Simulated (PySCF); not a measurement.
Species: C5H7N.
SMILES with atom numbers: `[CH3:1]/[N:2]=[CH:3]\[C:4]1=[CH:5][CH2:6]1` (hydrogens: H7, H8, H9 on C1; H10 on C3; H11 on C5; H12, H13 on C6)

Method: PBE0-D3(BJ)/def2-SVP geometry optimisation, gas phase (PySCF).

**Question.** Give the optimised bond lengths and angles.

**Answer.** 
| bond | length (Å) | order |
| --- | --- | --- |
| C1–N2 | 1.437 | single |
| N2=C3 | 1.275 | double |
| C3–C4 | 1.448 | single |
| C4=C5 | 1.307 | double |
| C5–C6 | 1.496 | single |
| C4–C6 | 1.502 | single |
| C1–H7, C1–H8, C1–H9 | 1.104 | single |
| C3–H10 | 1.100 | single |
| C5–H11 | 1.087 | single |
| C6–H12, C6–H13 | 1.101 | single |

Bonds in one row agree within 0.01 Å and their mean is given. Orders are formal, as drawn. A selection of angles:
| angle | degrees |
| --- | --- |
| N2–C1–H7 | 111.7 |
| N2–C1–H8 | 110.1 |
| H7–C1–H8 | 108.3 |
| H7–C1–H9 | 106.4 |
| C1–N2–C3 | 118.7 |
| N2–C3–C4 | 125.9 |
| N2–C3–H10 | 117.7 |
| C4–C3–H10 | 116.4 |
| C3–C4–C5 | 150.4 |
| C3–C4–C6 | 145.7 |
| C5–C4–C6 | 63.9 |
| C4–C5–C6 | 64.4 |
| C4–C5–H11 | 150.0 |
| C6–C5–H11 | 145.6 |
| C5–C6–H12 | 119.7 |
| C4–C6–C5 | 51.7 |
| C4–C6–H12 | 119.7 |
| H12–C6–H13 | 113.3 |

Dihedral angles: C1–N2–C3–C4 0° (synperiplanar); N2–C3–C4–C5 -1° (synperiplanar); C3–C4–C5–C6 -179° (antiperiplanar); C3–C4–C6–C5 179° (antiperiplanar).

Of the pairs four or more bonds apart, C1···C5 is among the closest relative to their van der Waals radii: 3.20 Å, 94 % of the sum of Bondi's values. The 4 C–C bonds span 1.307 Å (C4=C5, drawn double) to 1.502 Å (C4–C6, drawn single), a spread of 0.195 Å. The 2 C–N bonds span 1.275 Å (N2=C3, drawn double) to 1.437 Å (C1–N2, drawn single), a spread of 0.162 Å. The 3-membered ring C4–C5–C6 has internal angles of 51.7° to 64.4°. The 6 heavy atoms lie in one plane (0.002 Å rms).

Point group: Cs (tolerance 0.08 Å). Stationary, but not proved a minimum. One conformer, not necessarily the lowest.

Time: 46 s wall; peak memory 0.52 GiB. Hardware: an Arm Neoverse V1 with one thread (shared host). This is the geometry optimisation.
